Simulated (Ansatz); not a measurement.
A geometry relaxed with PBE0-D3(BJ)/def2-TZVP run with Ansatz (a first-principles code), charge 0, multiplicity 1:

```xyz
5

O     -0.5070     1.2243     0.1676
H      1.4512     0.0195    -0.0664
O      0.7319    -0.6287    -0.1084
C     -0.4147     0.0423     0.0247
H     -1.2614    -0.6573    -0.0175
```

**Question.** Write the SMILES of this molecule.

**Answer.** `O=CO`
